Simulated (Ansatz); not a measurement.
**CH₃ClMg: ionisation energy by level of theory**

Aim: the vertical ionisation energy of CH₃ClMg, as cation minus neutral at the neutral's geometry, on several levels, and how well −ε(HOMO) stands in for it.

Computed with Ansatz 0.2.0, Gaussian basis. Level: unrestricted cation, the program's frozen cores in correlated methods.

The runs, in order: UKS PBE-D4/def2-TZVPP; UKS r2SCAN-D4/def2-TZVPP; UKS PBE0-D4/def2-TZVPP; UKS B3LYP-D4/def2-TZVPP; UKS wB97X-V/def2-TZVPP; UKS wB97M-V/def2-TZVPP; UKS B2PLYP/def2-TZVPP; UHF-CCSD(T)/def2-TZVPP; UHF-MP2/def2-QZVPP; extrapolation to the limit; then −ε(HOMO) from the neutral's earlier runs with LDA (SPW92), PBE-D4, revPBE-D4, BLYP-D4, r2SCAN-D4, B97M-V, PBE0-D4, B3LYP-D4, r2SCANh-D4, r2SCAN0-D4, HSE06-D4, BHLYP-D4, CAM-B3LYP-D4, LC-ωPBE, ωB97X-V, ωB97M-V.

## (1) The relaxed structure

The geometry comes from an earlier relaxation with PBE0-D4 in a triple-zeta def2 set; it is a stationary point.

SMILES `[CH3][Mg][Cl]`, 6 atoms, charge 0, spin multiplicity 1.

Atoms are counted from 1 here; the program's logs count them from 0.

Bond lengths: C1–Mg2 2.067 Å, C1–H4 1.094 Å, C1–H5 1.094 Å, C1–H6 1.094 Å, Mg2–Cl3 2.193 Å. Angles: Mg2–C1–H4 111.4°, Mg2–C1–H5 111.4°, Mg2–C1–H6 111.4°, H4–C1–H5 107.4°, H4–C1–H6 107.4°, H5–C1–H6 107.4°, C1–Mg2–Cl3 180.0°.

## (2) Cation, UKS PBE-D4/def2-TZVPP

in.yaml reads:

```yaml
crystal:
  periodic: [false, false, false]
  atoms:
    - {symbol: C, position_ang: [-0.560262, 0.484291, -0.412031]}
    - {symbol: Mg, position_ang: [0.811577, -0.712725, 0.565761]}
    - {symbol: Cl, position_ang: [2.267213, -1.982714, 1.603332]}
    - {symbol: H, position_ang: [-1.418482, -0.095939, -0.762880]}
    - {symbol: H, position_ang: [-0.115280, 0.971640, -1.284262]}
    - {symbol: H, position_ang: [-0.942765, 1.271549, 0.243880]}
basis:
  gaussian: {orbitals: def2-TZVPP}
total_charge: 1
magnetization: {spin_polarized: true, initial_magnetization: 1}
hamiltonian: {xc: pbe, dispersion: d4}
```

Started as:

```console
$ ansatz run in.yaml --threads 4 --pin off --events-out ev --progress --plain --max-ram 10444MiB
```

Further steps of the session: Cation, UKS r2SCAN-D4/def2-TZVPP; Cation, UKS PBE0-D4/def2-TZVPP; Cation, UKS B3LYP-D4/def2-TZVPP; Cation, UKS wB97X-V/def2-TZVPP; Cation, UKS wB97M-V/def2-TZVPP; Cation, UKS B2PLYP (frozen core)/def2-TZVPP; Cation, UHF-CCSD(T)/def2-TZVPP; Cation, UHF-MP2/def2-QZVPP.

**Question.** What will the summary of the whole plan be? Wanted: ionisation energy, CCSD(T)/CBS; nearest functional by difference; nearest −ε(HOMO); −ε(HOMO) of PBE; T1 of the cation.

As calculated:

| quantity | value |
| --- | --- |
| ionisation energy, CCSD(T)/CBS | 10.04 eV |
| nearest functional by difference | ωB97M-V (-0.01 eV) |
| nearest −ε(HOMO) | ωB97X-V (-0.08 eV) |
| −ε(HOMO) of PBE | 6.41 eV |
| T1 of the cation | 0.014 |

In words: Energy differences with functionals land within 0.40 eV of the reference. The PBE orbital energy is 3.6 eV too small: a semilocal HOMO is no ionisation energy. Among orbital estimates ωB97X-V comes nearest. Hartree-Fock falls 1.33 eV short, as the neutral has more correlation energy than the cation. The cation may have settled in a state other than its lowest; no search over hole states beyond the program's own was made. Correlated methods include outer-core shells of Mg, which these sets cover unevenly.
